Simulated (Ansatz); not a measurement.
Predict the output of the script below (the Python package of Ansatz (0.2.0)).

The script, `c4h10n_conformers.py`:
```python
"""Conformer energies of C4H10N(+)."""

import ansatz as az
from rdkit import Chem
from rdkit.Chem import AllChem

BASIS_SET = "def2-SVP"
FUNCTIONAL = "r2scan"
NET_CHARGE = 1

rd = Chem.AddHs(Chem.MolFromSmiles("C=CCC[NH3+]"))
ids = list(AllChem.EmbedMultipleConfs(rd, numConfs=20, randomSeed=468, pruneRmsThresh=0.4))
field = [energy for _, energy in AllChem.MMFFOptimizeMoleculeConfs(rd)]
distinct = {round(e, 2): i for i, e in zip(ids, field)}
chosen = sorted(distinct.items())[:3]
found = []
for force_field, index in chosen:
    mol = az.Crystal.molecule()
    for atom, xyz in zip(rd.GetAtoms(), rd.GetConformer(index).GetPositions()):
        mol = mol.atom(atom.GetSymbol(), xyz.round(5).tolist())
    calc = (
        mol.calculation()
        .basis(gaussian=BASIS_SET)
        .functional(FUNCTIONAL)
        .charge(NET_CHARGE)
        .accuracy("high")
    )
    found.append(calc.run(threads=1).report["free_energy_ev"])
print("conformer   MMFF (kcal/mol)   this level (kJ/mol)")
for (force_field, index), e in zip(chosen, found):
    print(f"{index:9d} {force_field - chosen[0][0]:17.2f} {96.485332 * (e - min(found)):17.3f}")
```

```console
$ python c4h10n_conformers.py
conformer   MMFF (kcal/mol)   this level (kJ/mol)
        4              0.00             0.000
        6              2.04            11.902
        5              4.18            15.337
```

Caveats:
- These settings explore the input space; basis and method may be short of convergence.
- The conformers keep their force-field geometries.
- Wall time of the script: 72 s on 1 thread of Arm Neoverse V1, on a shared host, peak memory 0.62 GiB.
